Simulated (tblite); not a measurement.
Compound: C₃H₂F₂N (doublet state).
Geometry (GFN2-xTB, Å), atoms numbered from 1 in this order:
```xyz
8
C3H2F2N angstrom
N      2.5148    0.0499    0.4841
C      1.4257   -0.1876    0.2429
C      0.0478   -0.5024   -0.0760
C     -0.8474    0.6646    0.1630
F     -0.7163    1.7331   -0.6274
F     -2.1447    0.4052    0.3635
H      0.0168   -0.8238   -1.1304
H     -0.2877   -1.3296    0.5557
```

The geometry is computed with GFN2-xTB (gas phase). This method treats the open shell by occupation alone, without spin polarisation.

Masses are those of the commonest isotopes; rigid-rotor values at the optimised geometry. The values belong to one conformer with, in the numbering `[N:1]#[C:2][CH2:3][C:4]([F:5])[F:6]`, C2–C3–C4–F5 68°.

What are A, B and C (MHz)?

Ia = 58.15, Ib = 237.78, Ic = 279.23 u·Å²; 505379 MHz·u·Å²/I gives A = 8691, B = 2125, C = 1810 MHz.

Classify the top.

A near-prolate asymmetric top; Ray's κ = -0.908.

Is it planar, by Δ = Ic − Ia − Ib?

Not planar: Δ = Ic − Ia − Ib = -16.69 u·Å². For a rigid frame Δ = −2 Σ m c², so Σ m c² = 8.35 u·Å² lies off the ab plane: 2.55 from hydrogen and 5.80 from heavier atoms. The atom farthest from that plane is 1.57 Å away.

List the rotational levels J(Ka,Kc) to J = 5 (MHz).

Above 0(0,0):
J = 1: 1(0,1) 3935, 1(1,1) 10501, 1(1,0) 10817
J = 2: 2(0,2) 11795, 2(1,2) 18056, 2(1,1) 19003, 2(2,1) 38700, 2(2,0) 38711
J = 3: 3(0,3) 23556, 3(1,3) 29382, 3(1,2) 31275, 3(2,2) 50506, 3(2,1) 50562, 3(3,1) 84131, 3(3,0) 84131
J = 4: 4(0,4) 39187, 4(1,4) 44471, 4(1,3) 47624, 4(2,3) 66239, 4(2,2) 66404, 4(3,2) 99894, 4(3,1) 99895, 4(4,1) 146939, 4(4,0) 146939
J = 5: 5(0,5) 58646, 5(1,5) 63312, 5(1,4) 68038, 5(2,4) 85891, 5(2,3) 86274, 5(3,3) 119606, 5(3,2) 119613, 5(4,2) 166640, 5(4,1) 166640, 5(5,1) 227130, 5(5,0) 227130
The levels of one J sum to (2J + 1)J(J + 1)(A + B + C)/3.

Estimate the classical rotational partition function at 10 K, 100 K and 298.15 K.

Point group C1, symmetry number σ = 1; q = (√π/σ)·√((kT/h)³/(ABC)), k/h = 20836.6 MHz/K: 922 at 10 K, 29200 at 100 K, 150000 at 298.15 K.

For this open shell read J as N, the rotation without spin; fine and hyperfine splittings come on top. Its GFN2-xTB frequencies are all real (lowest 35 cm⁻¹). Zero-point vibration and centrifugal distortion are left out.

Time: 0.1 s of wall time. Hardware: an Arm Neoverse V1 with one thread, on a shared host. This is the geometry optimisation.
